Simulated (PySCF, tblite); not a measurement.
Isomers of C4H4P2, one GFN2-xTB conformer each. Single-point energies are computed at PBE0/pcSseg-1 (PySCF, gas phase, no added dispersion term), electronic only.

| SMILES | GFN2-xTB relative energy (kJ/mol) |
| --- | --- |
| c1cpccp1 | 0.0 |
| c1cpcpc1 | 1.3 |

Question: What does PBE0/pcSseg-1 give for the same structures?

Answer: 
```csv
SMILES,PBE0/pcSseg-1 E (Eh),PBE0/pcSseg-1 (kJ/mol),GFN2-xTB (kJ/mol),point group
c1cpcpc1,-837.01620,0.0,1.3,C2v
c1cpccp1,-837.01262,9.4,0.0,D2h
```

GFN2-xTB puts c1cpccp1 lowest instead. Neighbours under 10 kJ/mol apart (c1cpcpc1 and c1cpccp1) can change places with a better method, another conformer or zero-point energy.

Question: Which frontier levels, dipoles and rotational constants go with these structures?

Answer: 
```csv
SMILES,"HOMO (eV, PBE0/pcSseg-1)",LUMO (eV),dipole (D),"A, B, C (MHz)"
c1cpcpc1,-7.41,-2.10,1.47,"3971, 2534, 1547"
c1cpccp1,-7.12,-2.42,0.00,"4615, 2255, 1515"
```

Question: What happens when harmonic zero-point energies from GFN2-xTB frequencies are added?

Answer: 
| SMILES | ZPE (kJ/mol) | electronic (kJ/mol) | with ZPE (kJ/mol) |
| --- | --- | --- | --- |
| c1cpcpc1 | 172.6 | 0.0 | 0.0 |
| c1cpccp1 | 172.2 | 9.4 | 9.0 |

The zero-point energies span 0.4 kJ/mol. The order is unchanged.
